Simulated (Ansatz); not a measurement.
Basis-set extrapolation for C$_{5}$H$_{10}$O$_{2}$, SMILES `CC1OCCCO1` (PBE0-D4/def2-TZVP geometry, frozen core, the Gaussian-basis code of Ansatz). Multiplicity 1, RHF reference.

```csv
,def2-TZVPP,def2-QZVPP
HF,-345.008201,-345.024082
MP2 correlation,-1.321884,-1.413512
CCSD(T) correlation,-1.426757,not run
```

Energies in hartree. Use E(X) = E(∞) + A·exp(−7.88·√X) for Hartree–Fock and E(X) = E(∞) + B·X^(−2.97) for correlation, with X = 3 and 4, and add CCSD(T) minus MP2 of the smaller set to the MP2 limit.

Q: What is the CCSD(T) energy at the basis-set limit?

A: HF limit: -345.024082 + (-0.015881) × 0.13774 = -345.02627. MP2 limit: -1.413512 + (-0.091628) × 0.74074 = -1.48138. Higher-order term: -1.426757 − (-1.321884) = -0.10487. Total: -346.61252 hartree, 466.2 kJ/mol below CCSD(T)/def2-TZVPP.
